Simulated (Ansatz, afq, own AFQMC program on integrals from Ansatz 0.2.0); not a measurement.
## AlSiH, quintet in cc-pVTZ, levels against CCSDT(Q)

```xyz
3

Si    0.0000   -0.0360    1.1654
Al    0.0000   -0.0118   -1.2249
H     0.0000    1.3177    0.3154
```

Connectivity, by distances: SiH–Al.

Basis cc-pVTZ. Only valence electrons are correlated. Ansatz 0.2.0 and our own AFQMC program on the same integrals; the CISD trial comes from CCSD amplitudes, and released means the phaseless constraint is let go. Uncertainties: one standard error, sampling alone.

Determinant: UHF, the one that the program's search chose, which needn't be the lowest solution. The geometry is a PBE0/def2-TZVP stationary point of this or a neighbouring charge and spin state.

No full CI on the walks' own integrals is used here; CCSDT(Q) serves as the reference and is uncertain by about the last step of the cluster series.

Cautions: another spin lies lower (by 3.87 eV); unrestricted determinant slightly spin contaminated (⟨S²⟩ 6.06 against 6.00); the released energies are still falling, so no released level is given (meV from the phaseless value at times in 1/Eh: -6 ± 4 at 0.24, -10 ± 3 at 0.51, -14.0 ± 2.0 at 0.99, -18.3 ± 2.3 at 1.62, -23 ± 3 at 2.40), though the last usable value meets CCSDT(Q) within the noise.

```
T1 diagnostic                               : 0.0279
weight of the determinant in the CISD state : 0.886
⟨S²⟩ of the determinant                     : 6.056
size of the correlated space                : 8 electrons in 72 orbitals
```

Reference: CCSDT(Q), correlation energy -4.022 eV.

```tsv
level	E − E(reference) (mEh)	share of correlation (%)
HF	147.82	0.00
MP2	36.31	75.44
CCSD	8.32	94.37
CCSD(T)	1.83	98.76
CCSDT	0.33	99.77
ph-AFQMC/CISD	0.86 ± 0.17	99.42
```

A walk keeps the symmetry of its determinant, which the program's search chose and which needn't be the lowest solution, so a lower state of the same spin and another symmetry isn't excluded.
